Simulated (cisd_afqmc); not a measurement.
Input (AFQMC/CISD/aug-cc-pV(T+d)Z; cisd_afqmc is a phaseless AFQMC code with CISD trial states that reads the integrals written by Ansatz): A basis named .json is the Basis Set Exchange file of that set.

Ansatz 0.2 input:
```python
import cisd_afqmc

open("ham.yaml", "w").write("""\
crystal:
  periodic: [false, false, false]
  atoms:
    - {symbol: Cl, position_ang: [0.00000000, 0.00000000, 0.00000000]}
basis:
  gaussian:
    orbitals: aug-cc-pV_T+d_Z.json
magnetization: {spin_polarized: true, initial_magnetization: 1}
correlation: {method: ccsd, electrons: outside_noble_gas, hamiltonian_folder: ham}
scf: {lower_state_search: full}
""")
rep = cisd_afqmc.ansatz("ham.yaml")
e_ccsd = rep["correlation"]["coupled_cluster"]["energy"]["hartree"]
out = cisd_afqmc.run("ham", e_ccsd, trial="CISD", walkers=2000, populations=1, threads=12, dt=0.005, steps=40, early=24, settle=10, least=100,
    cut=5e-5, rank_cut=2e-4, target=0.0004, seconds=1000, seed=4, memory=62639, gpu=True)
```

Output:

```
orbitals 50, occupied [4, 3], factors 228 of 317, rank of the doubles 178 of 325
E(HF) = -459.486089
E(CCSD) on the cut factors = -459.671459, shift to the whole factors 0.000007
Energy of the trial state on the determinant = -459.671403
  tau behind 7.2 of longer steps, mean of the populations' last blocks
   2.0  -459.67868
   4.0  -459.67812
   6.0  -459.67829
   8.0  -459.67844
  10.0  -459.67813
  12.0  -459.67824
  14.0  -459.67789
  16.0  -459.67827
  18.0  -459.67825
  20.0  -459.67851
  22.0  -459.67841
blocks 100 (0 outliers left out), error by blocks joined: 1: 0.00006, 2: 0.00006, 4: 0.00006, 8: 0.00007
E(AFQMC/CISD) = -459.67826 +/- 0.00007
```
